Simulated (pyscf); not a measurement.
Optimised with ωB97X-D3(BJ)/def2-SVP in PySCF.

**Question.** What is the homolytic dissociation enthalpy (298 K, ωB97M-D3(BJ)/def2-TZVP) of the C–O bond of H₃C–CH₂–O–Ge(OH)(OH)–OH, to •H₂C–CH₃ + •O–Ge(OH)(OH)–OH?

**Answer.** C–O to •H₂C–CH₃ + •O–Ge(OH)(OH)–OH: 95.4 kcal/mol. The 7 functionals that were run give +87.9 (r²SCAN) to +98.4 kcal/mol (M06-2X). Other isomers of •H₂C–CH₃, •O–Ge(OH)(OH)–OH were not searched in full and may lie lower. Elements up to Kr have no core potential and no relativistic terms here.
